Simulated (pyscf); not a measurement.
Homolytic dissociation enthalpies at 298 K of Al–Cl, Al–F, Cl–Ga, Cl–In, F–Ga, F–In bonds in 8 gas-phase molecules, in kcal/mol. Single points on ωB97X-D3(BJ)/def2-SVP structures (PySCF, gas phase). Correlated levels are frozen-core, on RHF or UHF. ΔMP2 is the change of the MP2 total energy from the triple- to the quadruple-zeta basis. Both columns use the same structures and thermal terms. Rows were drawn at random from the closed-shell molecules with such a bond whose radicals are computed, keep their shape and have no isomer in the data more than 5 kcal/mol lower.

| row | molecule | radicals | r²SCAN/def2-TZVP | CCSD(T)/def2-TZVPP + ΔMP2(QZVPP) |
|---|---|---|---|---|
| 1 | HO–Al(F)–F | [HO–Al–F]• + F• | 152.4 | 156.8 |
| 2 | Cl–InH₂ | Cl• + InH₂• | 97.8 | 99.1 |
| 3 | F–Ga(Cl)–Cl | F• + [Cl–Ga–Cl]• | 120.9 | 125.3 |
| 4 | Cl–GaH–Cl | Cl• + [Cl–GaH]• | 102.1 | 104.4 |
| 5 | F–Al(F)–Cl | [F–Al–F]• + Cl• | 115.0 | 116.6 |
| 6 | F–GaH₂ | F• + GaH₂• | 132.0 | 135.2 |
| 7 | H₂N–In(NH₂)–Cl | [H₂N–In–NH₂]• + Cl• | 92.1 | ? |
| 8 | F–In(F)–F | F• + [F–In–F]• | 98.5 | 103.2 |

Problem. Fit a line that carries the r²SCAN values to the last column and predict row 7.

Solution. In the 7 complete rows the last column lies 1.3 to 4.7 kcal/mol from r²SCAN (mean 3.1, median 3.2). Least squares gives y = -0.4 + 1.03·x with residuals of 1.2 kcal/mol (root mean square). For row 7: -0.4 + 1.03 × 92.1 = 94.5 kcal/mol, an extrapolation. The computed value is 95.6 kcal/mol, 1.1 over the line. The CCSD(T) − MP2 part came from Ansatz, without density fitting, on the same reference. The frozen core leaves the outer d or s,p core shells of the metals and heavy elements correlated in the MP2 and CC values, and def2-TZVPP describes them poorly, which can shift differences by a few kcal/mol. Left out: the spin-orbit lowering of Cl, F. Elements up to Kr have no core potential and no relativistic terms here. Elements past Kr carry the def2 core potentials, without spin-orbit coupling.
